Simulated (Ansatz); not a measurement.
# BH2O− (SMILES B[O-]): functionals against CCSD(T) at one geometry

An exercise on one series of results from a longer session: the logs are not shown, and one member is left open.

Computed with Ansatz 0.2.0, Gaussian basis. Level: single points in def2-TZVPPD.

Correlated methods freeze the cores.

**The system as given**

SMILES `B[O-]`, 4 atoms, charge -1, spin multiplicity 1.

Atoms are counted from 1 here; the program's logs count them from 0.

Bond lengths: B1–O2 1.236 Å, B1–H3 1.032 Å. Angles: O2–B1–H3 129.2°.

As a file:

```xyz
4
charge -1, multiplicity 1
B    -0.0468   -0.1905    0.1707
O     1.0349   -0.4667    0.7008
H    -0.9260   -0.7304    0.1633
H    -0.1876    0.8181   -0.9180
```

Set-up of the first run:

The input, run/in.yaml:

```yaml
crystal:
  periodic: [false, false, false]
  atoms:
    - {symbol: B, position_ang: [-0.046800, -0.190500, 0.170700]}
    - {symbol: O, position_ang: [1.034900, -0.466700, 0.700800]}
    - {symbol: H, position_ang: [-0.926000, -0.730400, 0.163300]}
    - {symbol: H, position_ang: [-0.187600, 0.818100, -0.918000]}
basis:
  gaussian: {orbitals: "def2-TZVPPD.json"}
total_charge: -1
correlation: {method: ccsd_t}
output: {forces: true}
```

The basis file named in the input lies beside it (Basis Set Exchange, JSON).

No record of the launch command was kept for these runs.

Among the steps run: CCSD(T)/def2-TZVPPD; PBE0-D4/def2-TZVPPD; wB97M-V/def2-TZVPPD; r2SCAN-D4/def2-TZVPPD; PBE-D4/def2-TZVPPD; BLYP-D4/def2-TZVPPD; HSE06-D4/def2-TZVPPD.

One table of the session follows, with a row left open; its other results are not shown here.

| method | RMS force component (eV/Å) | angle to CCSD(T) forces (°) |
| --- | --- | --- |
| CCSD(T) | 2.810 | reference |
| PBE0-D4 | 2.732 | 7.1 |
| wB97M-V | 2.675 | 5.6 |
| r2SCAN-D4 | 2.714 | 5.3 |
| PBE-D4 | 2.782 | 2.6 |
| BLYP-D4 | ? | ? |
| HSE06-D4 | 2.734 | 7.0 |

Estimate the missing values for BLYP-D4.

As computed: RMS force component (eV/Å): 2.687; angle to CCSD(T) forces (°): 3.0. In the column «RMS force component (eV/Å)» it lies between wB97M-V (2.675) and r2SCAN-D4 (2.714).

Limits of these values: The anion's highest level is positive in at least one run, so there the basis alone may hold the extra electron.
